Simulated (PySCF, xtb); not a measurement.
O₂S, SMILES O=S=O (connectivity only; charge and spin as stated), charge +1, multiplicity 2.

Harmonic wavenumbers (cm⁻¹) from xtb with GFN2-xTB at its own minimum, in rising order: 408, 1123, 1274.

Question: What does PBE0-D3(BJ)/def2-TZVP (PySCF) give at its own minimum? (An estimate is asked for; the answer gives what the named calculation found.)

Answer: 424, 1153, 1345. Paired by order, the mean absolute difference is 39 cm⁻¹ and the zero-point energies are 4.0 and 4.2 kcal/mol.
